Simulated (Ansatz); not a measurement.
fcc Ni was calculated with PBE in Ansatz (PAW).

Run with plane-wave cutoff 500 eV, 30×30×20 k mesh (along the axes of the cell as run), Fermi–Dirac smearing 0.1 eV, no spin polarisation, no spin polarisation, scalar-relativistic PAW data made under PBE.

Computed at the level's own relaxed cell.

Task: Predict the volume per atom and lattice constant a.

Result: 
- volume per atom: 10.86 Å³/atom
- lattice constant a: 3.515 Å

Measured, for comparison: equilibrium volume per atom 10.79 Å³/atom, lattice constant a 3.508 Å (static lattice: zero-point anharmonic expansion removed; as tabulated in Mejia-Rodriguez and Trickey (2018), arXiv:1807.09216). Computed (rounded) less measured: equilibrium volume per atom +0.6 %, lattice constant a +0.2 %.

Computed values are for the static lattice.

It cost roughly 4 core-minutes of CPU time.

Ansatz is a quantum-chemistry and plane-wave program.
